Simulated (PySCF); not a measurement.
Sulfuryl chloride, Cl2O2S.
SMILES with atom numbers: `[O:1]=[S:2](=[O:3])([Cl:4])[Cl:5]`

The same species was optimised twice, with GFN2-xTB and with PBE0-D3(BJ)/def2-SVP (PySCF), and the same property calculations (PySCF, gas phase) were run on both structures.

```json
{"coordinate": "O1=S2 (Å)", "GFN2-xTB": "1.418", "PBE0-D3(BJ)/def2-SVP": "1.436", "change": "+0.018"}
{"coordinate": "S2=O3 (Å)", "GFN2-xTB": "1.418", "PBE0-D3(BJ)/def2-SVP": "1.436", "change": "+0.018"}
{"coordinate": "S2–Cl5 (Å)", "GFN2-xTB": "2.038", "PBE0-D3(BJ)/def2-SVP": "2.054", "change": "+0.016"}
{"coordinate": "S2–Cl4 (Å)", "GFN2-xTB": "2.039", "PBE0-D3(BJ)/def2-SVP": "2.053", "change": "+0.014"}
{"coordinate": "O1–S2–O3 (°)", "GFN2-xTB": "120.7", "PBE0-D3(BJ)/def2-SVP": "123.5", "change": "+2.8"}
{"coordinate": "Cl4–S2–Cl5 (°)", "GFN2-xTB": "101.1", "PBE0-D3(BJ)/def2-SVP": "99.4", "change": "-1.7"}
{"coordinate": "O3–S2–Cl5 (°)", "GFN2-xTB": "108.3", "PBE0-D3(BJ)/def2-SVP": "107.8", "change": "-0.5"}
{"coordinate": "O3–S2–Cl4 (°)", "GFN2-xTB": "108.3", "PBE0-D3(BJ)/def2-SVP": "107.8", "change": "-0.5"}
{"coordinate": "O1–S2–Cl4 (°)", "GFN2-xTB": "108.3", "PBE0-D3(BJ)/def2-SVP": "107.9", "change": "-0.4"}
{"coordinate": "O1–S2–Cl5 (°)", "GFN2-xTB": "108.3", "PBE0-D3(BJ)/def2-SVP": "107.9", "change": "-0.4"}
```

Rotational constants: A = 3440, B = 2276, C = 1860 MHz (GFN2-xTB) against A = 3334, B = 2270, C = 1859 MHz (PBE0-D3(BJ)/def2-SVP). Point groups within 0.08 Å: C2v and C2v.

On the GFN2-xTB structure: HOMO (eV) -9.98 [PBE0/pcSseg-1]; LUMO (eV) -3.48 [PBE0/pcSseg-1]; dipole (D) 1.65 [PBE0/pcSseg-1]; GIAO shielding of O1/O3 (mean) (ppm) -71.6 [PBE0/pcSseg-1]; GIAO shielding of S2 (ppm) 176.6 [PBE0/pcSseg-1]; GIAO shielding of Cl4/Cl5 (mean) (ppm) 87.5 [PBE0/pcSseg-1].

Q: What do these properties become on the PBE0-D3(BJ)/def2-SVP structure?

A: 
```csv
property,level,on GFN2-xTB,on PBE0-D3(BJ)/def2-SVP,change
HOMO (eV),PBE0/pcSseg-1,-9.98,-10.03,-0.05
LUMO (eV),PBE0/pcSseg-1,-3.48,-3.58,-0.10
dipole (D),PBE0/pcSseg-1,1.65,1.49,-0.16
"energy, GFN2-xTB geometry as zero (kcal/mol)",PBE0/pcSseg-1,0.0,-1.3,-1.3
GIAO shielding of O1/O3 (mean) (ppm),PBE0/pcSseg-1,-71.6,-94.5,-22.9
GIAO shielding of S2 (ppm),PBE0/pcSseg-1,176.6,157.3,-19.3
GIAO shielding of Cl4/Cl5 (mean) (ppm),PBE0/pcSseg-1,87.5,41.5,-46.0
```

The heavy atoms differ by 0.025 Å rms after alignment. Among all bonds O1=S2 and S2=O3 change most and about equally (+0.018 Å). Changes are differences of the printed values. Neither structure is proved a minimum here.
